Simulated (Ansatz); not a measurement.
This Ansatz (a quantum-chemistry and plane-wave program) input (MP2/cc-pV5Z) gives -40.43125 Eh with 311 basis functions.

Ansatz 0.2 input:
```yaml
crystal:
  periodic: [false, false, false]
  atoms:
    - {symbol: C, position_ang: [-0.00000000, 0.00000000, -0.00000000]}
    - {symbol: H, position_ang: [0.62054657, 0.62688914, 0.63896175]}
    - {symbol: H, position_ang: [-0.64285838, -0.62489528, 0.61852983]}
    - {symbol: H, position_ang: [0.63693263, -0.63278043, -0.61664082]}
    - {symbol: H, position_ang: [-0.61462083, 0.63078657, -0.64085076]}
basis:
  gaussian:
    orbitals: cc-pV5Z
magnetization: {spin_polarized: false}
correlation: {method: mp2, electrons: outside_noble_gas}
```

Change:
```diff
- orbitals: cc-pV5Z
+ orbitals: aug-pcseg-3
```

Question: What does the run give now?

Answer: -40.42557 Eh (MP2/aug-pcseg-3, 281 functions), a change of +5.68 mEh.
